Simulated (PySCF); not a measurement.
An unknown is described by computed data only.

Formula: C6H8.

- Dipole: 0.00 D [B3LYP/def2-SVPD]
- Polarisability: 67.3 au [B3LYP/def2-SVPD]
- UV, first state: lowest singlet excitation: 5.76 eV (215 nm, f = 0.000) [TDDFT B3LYP/def2-SVPD]
- 1H NMR: chemical shifts (computed TMS as zero) by class: 5.95 (4 H), 2.88 (4 H) ppm [GIAO PBE0/pcSseg-1]
- UV, strongest line: among the 8 lowest singlet transitions: S3 at 6.45 eV (192 nm, f = 0.016) [TDDFT B3LYP/def2-SVPD]
- Triplet: lowest triplet excitation (Tamm–Dancoff): 4.38 eV [TDA B3LYP/def2-SVPD]
- Rotational structure: rotational constants A, B, C: 5.236, 4.956, 2.628 GHz [GFN2-xTB]
- 13C NMR: chemical shifts (computed TMS as zero) by class: 131.3 (4 C), 30.5 (2 C) ppm [GIAO PBE0/pcSseg-1]

Gas-phase values; electronic properties from PySCF, density fitting. Levels stand in brackets. Geometry: GFN2-xTB; no solvent, vibrations or thermal averaging. NMR values are class means; diastereotopic atoms form classes of their own.

Problem. Give a SMILES that accounts for the data.

Solution. Numbering: `[CH:1]1=[CH:2][CH2:3][CH:4]=[CH:5][CH2:6]1`. Its formula, C6H8, gives 3 degrees of unsaturation: 1 ring and 2 π bonds in the structure found. 6 carbons fall into 2 classes; from least to most shielded: alkene CH carbon [C1/C2/C4/C5] (131.3 ppm, 4 C), allylic carbon [C3/C6] (30.5 ppm, 2 C). Hydrogen classes from least to most shielded: 4 H on 4 alkene CH carbons, C1/C2/C4/C5 (5.95 ppm), 4 H on 2 allylic carbons, C3/C6 (2.88 ppm). The vanishing dipole is forced by symmetry. The optimised geometry has point group D2h and is an asymmetric top. Structure: 1,4-cyclohexadiene, `C1=CCC=CC1`. Computed isomers that give other values at the same levels: `C=C(C)C#CC` (13C chemical shifts (computed TMS as zero) by class: 135.4 (1 C), 128.1 (1 C), 95.7 (1 C), 87.3 (1 C), 27.3 (1 C), 5.6 (1 C) ppm); `C/C=C\C1=CC1` (13C chemical shifts (computed TMS as zero) by class: 144.9 (1 C), 122.7 (1 C), 120.9 (1 C), 108.7 (1 C), 16.9 (1 C), 10.7 (1 C) ppm); `C=C/C=C/C=C` (13C chemical shifts (computed TMS as zero) by class: 145.7 (2 C), 142.6 (2 C), 125.6 (2 C) ppm). The assignments are read from this structure; whether some other isomer fits the data as well wasn't checked.
